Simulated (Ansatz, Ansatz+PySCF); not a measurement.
```tsv
atom	x (Å)	y (Å)	z (Å)
N	0.0000	0.0000	-0.5489
N	0.0000	0.0000	0.5489
```

Basis set: def2-SVP (spherical functions). Correlated methods keep 2 orbitals frozen. Charge 0, multiplicity 1.

Computed with Ansatz (development build ahead of 0.2.0); each method stands on the lowest determinant of its kind that the runs found. Restricted open shells among the atoms or ions are ROHF, correlated in semicanonical orbitals with singles. Restricted functionals stand beside restricted open-shell atoms, which can lie above the unrestricted atoms usual in DFT and then raise those values.

The atomization energy at this shape (free ground-state atoms in the same class of orbitals less the molecule, no zero-point energy) of singlet N₂:

| method | atomization energy |
| --- | --- |
| ωB97X (restricted) | 9.91 eV |
| ωB97X (unrestricted) | 9.73 eV |
| r²SCAN (restricted) | 9.57 eV |
| r²SCAN (unrestricted) | 9.44 eV |
| PBE (restricted) | 10.60 eV |
| PBE (unrestricted) | 10.54 eV |
| PBE0 (restricted) | 9.79 eV |
| PBE0 (unrestricted) | 9.72 eV |
| RHF-CCSD | 8.75 eV |
| RHF-MP2 | 9.53 eV |
| UHF-MP2 | 9.51 eV |
| RHF | 5.07 eV |
| UHF | 4.87 eV |

Q: What does RHF-CCSD(T) give?

A: 9.04 eV.
